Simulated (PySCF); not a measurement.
# FCI/STO-3G run of [BF2]+ (SMILES F[B+]F)

What is the energy change on altering one bond length of [BF2]+ at FCI/STO-3G? The job is set up through a Python script.

The results are computed with PySCF 2.14.0.

7 further runs of the same task are left out: 7 set aside as unsound or not needed.

### Step 1. The structure to begin with

[BF2]+: 3 atoms, total charge +1, spin state singlet. As SMILES, `F[B+]F`. The coordinates come from a GFN2-xTB relaxation.

Bond lengths: F1–B2 1.219 Å, B2–F3 1.219 Å. Angles: F1–B2–F3 179.9°.

### Step 2. A single-point energy at FCI/STO-3G

The input, job.py:

```python
from pyscf import gto, mcscf
from pyscf import fci

mol = gto.M(
    atom='F 0.327370 1.133870 0.305680; B 0.000740 -0.000320 0.000370; F -0.328120 -1.133550 -0.306050',
    verbose=4,
    max_memory=1860,
    charge=1,
    basis='sto-3g',
)

mf = mol.RHF()
mf.conv_tol = 1e-10
mf.kernel()
if not mf.converged:
    mf = mf.newton().run(mf.mo_coeff, mf.mo_occ)

cas = mcscf.CASCI(mf, mf.mo_coeff.shape[-1] - 3, (mol.nelec[0] - 3, mol.nelec[1] - 3))  # full CI above the frozen core
cas.fcisolver = fci.direct_spin0.FCI(mol)  # even spin states alone
cas.kernel()
print('<S^2> = %.4f' % cas.fcisolver.spin_square(cas.ci, cas.ncas, cas.nelecas)[0])
e_tot = cas.e_tot
print(f'total energy: {e_tot:.8f} hartree')
```

Started as:

```
$ OMP_NUM_THREADS=1 python job.py
```

Standard output:

```text
PySCF version 2.14.0

[INPUT] num. atoms = 3
[INPUT] num. electrons = 22
[INPUT] charge = 1
[INPUT] spin (= nelec alpha-beta = 2S) = 0
[INPUT] symmetry False subgroup None
[INPUT] Mole.unit = angstrom
[INPUT] Symbol           X                Y                Z      unit          X                Y                Z       unit  Magmom
[INPUT]  1 F      0.327370000000   1.133870000000   0.305680000000 AA    0.618639641399   2.142703760861   0.577651481757 Bohr   0.0
[INPUT]  2 B      0.000740000000  -0.000320000000   0.000370000000 AA    0.001398397332  -0.000604712360   0.000699198666 Bohr   0.0
[INPUT]  3 F     -0.328120000000  -1.133550000000  -0.306050000000 AA   -0.620056935992  -2.142099048501  -0.578350680423 Bohr   0.0

nuclear repulsion = 56.6451617819514
number of shells = 9
number of NR pGTOs = 45
number of NR cGTOs = 15
basis = sto-3g
ecp = {}

******** <class 'pyscf.scf.hf.RHF'> ********
method = RHF
initial guess = minao
damping factor = 0
level_shift factor = 0
DIIS = <class 'pyscf.scf.diis.CDIIS'>
diis_start_cycle = 1
diis_space = 8
diis_damp = 0
SCF conv_tol = 1e-10
SCF conv_tol_grad = None
SCF max_cycles = 50
direct_scf = True
direct_scf_tol = 1e-13
Set gradient conv threshold to 1e-05
Initial guess from minao.
init E= -220.955044133265
  HOMO = -0.646067683664261  LUMO = 0.178664884889251  gap/eV = 22.44212
cycle= 1 E= -220.176050862173  delta_E= 0.779  |g|= 0.529  |ddm|= 2.41
  HOMO = -0.858564866145036  LUMO = -0.099074479433226  gap/eV = 20.66679
cycle= 2 E= -220.263553934028  delta_E= -0.0875  |g|= 0.172  |ddm|= 0.845
  HOMO = -0.926038163064382  LUMO = -0.0627044334096136  gap/eV = 23.49251
cycle= 3 E= -220.271954953882  delta_E= -0.0084  |g|= 0.021  |ddm|= 0.194
  HOMO = -0.918218249874407  LUMO = -0.0594413463924213  gap/eV = 23.36851
cycle= 4 E= -220.272133326776  delta_E= -0.000178  |g|= 0.00272  |ddm|= 0.0341
  HOMO = -0.917882794764744  LUMO = -0.0597280107161771  gap/eV = 23.35158
cycle= 5 E= -220.272137635941  delta_E= -4.31e-06  |g|= 0.000666  |ddm|= 0.00606
  HOMO = -0.917847204499389  LUMO = -0.0596436318396957  gap/eV = 23.35291
cycle= 6 E= -220.272137982824  delta_E= -3.47e-07  |g|= 2.86e-05  |ddm|= 0.00211
  HOMO = -0.91784704039275  LUMO = -0.0596459347070845  gap/eV = 23.35284
cycle= 7 E= -220.272137983077  delta_E= -2.53e-10  |g|= 1.9e-06  |ddm|= 4.79e-05
  HOMO = -0.91784744872316  LUMO = -0.0596452120751394  gap/eV = 23.35287
cycle= 8 E= -220.272137983078  delta_E= -1.08e-12  |g|= 1.8e-07  |ddm|= 3e-06
  HOMO = -0.917847451795364  LUMO = -0.0596452264179451  gap/eV = 23.35287
Extra cycle  E= -220.272137983078  delta_E=    0  |g|= 7.24e-08  |ddm|= 2.94e-07
converged SCF energy = -220.272137983078

******** <class 'pyscf.mcscf.casci.CASCI'> ********
CAS (8e+8e, 12o), ncore = 3, nvir = 0
natorb = False
canonicalization = True
sorting_mo_energy = False
******** <class 'pyscf.fci.direct_spin0.FCISolver'> ********
max. cycles = 100
conv_tol = 1e-10
davidson only = False
linear dependence = 1e-14
level shift = 0.001
max iter space = 12
nroots = 1
pspace_size = 400
spin = None
Density matrix diagonal elements [1.9949371  1.99508177 1.98190932 1.97882494 1.9761777  1.97617752
 1.97059334 1.97059331 0.05292648 0.05292655 0.03618579 0.01366617]
CASCI converged
CASCI E = -220.398599670556  E(CI) = -78.2360264256551  S^2 = 0.0000000
<S^2> = 0.0000
total energy: -220.39859967 hartree
```

Wall time 2.2 s (1 thread of Intel Xeon Platinum 8488C (Sapphire Rapids), shared host); peak memory 0.17 GiB.

### Step 3. The distorted shape at the same level

The input, input.py:

```python
from pyscf import gto, scf, mcscf
from pyscf import fci

molecule = gto.M(
    atom=[
    ('F', (0.393130, 1.360476, 0.366953)),
    ('B', (0.066500, 0.226286, 0.061643)),
    ('F', (-0.328120, -1.133550, -0.306050)),
],
    charge=1,
    max_memory=1860,
    spin=0,
    basis='sto-3g',
    verbose=3,
)

mf = scf.RHF(molecule)
mf.conv_tol = 1e-10
mf.kernel()
if not mf.converged:
    mf = mf.newton().run(mf.mo_coeff, mf.mo_occ)

cas = mcscf.CASCI(mf, mf.mo_coeff.shape[-1] - 3, (molecule.nelec[0] - 3, molecule.nelec[1] - 3))  # full CI above the frozen core
cas.fcisolver = fci.direct_spin0.FCI(molecule)  # even spin states alone
cas.kernel()
print('<S^2> = %.4f' % cas.fcisolver.spin_square(cas.ci, cas.ncas, cas.nelecas)[0])
e_final = cas.e_tot
print('E = %.10f Eh' % e_final)
```

Started as:

```
$ OMP_NUM_THREADS=1 python input.py
```

Standard output:

```text
converged SCF energy = -220.23063916535
CASCI E = -220.370616336435  E(CI) = -75.7226035370079  S^2 = 0.0000000
<S^2> = 0.0000
E = -220.3706163364 Eh
```

Run time: 2.3 s. Hardware: 1 thread of Intel Xeon Platinum 8488C (Sapphire Rapids), shared host; peak memory 0.17 GiB.

### Step 4. What came out

At FCI/STO-3G, 3 core orbitals frozen:

| quantity | value |
| --- | --- |
| first shape: total energy | -220.39860 Eh |
| first shape: HOMO energy (Hartree–Fock orbitals) | -24.98 eV |
| first shape: LUMO energy (Hartree–Fock orbitals) | -1.62 eV |
| first shape: HOMO–LUMO gap (Hartree–Fock orbitals) | 23.35 eV |
| first shape: correlation energy (3 core orbitals frozen) | -126.5 mEh |
| distorted shape: total energy | -220.37062 Eh |
| distorted shape: HOMO energy (Hartree–Fock orbitals) | -23.42 eV |
| distorted shape: LUMO energy (Hartree–Fock orbitals) | -2.66 eV |
| distorted shape: HOMO–LUMO gap (Hartree–Fock orbitals) | 20.76 eV |
| distorted shape: correlation energy (3 core orbitals frozen) | -140.0 mEh |
| energy change with the B2–F3 bond stretched from 1.219 to 1.463 Å | 0.761 eV |

**Reading.** With the B2–F3 bond stretched from 1.219 to 1.463 Å the energy rises by 0.76 eV (17.6 kcal/mol). The first shape isn't relaxed at this level, so the change isn't measured from a minimum. The minimal basis adds a large error of its own. Mulliken charges (distorted shape) of the mean-field density run from +0.00 on F1 to +0.96 on B2; they depend strongly on the basis.
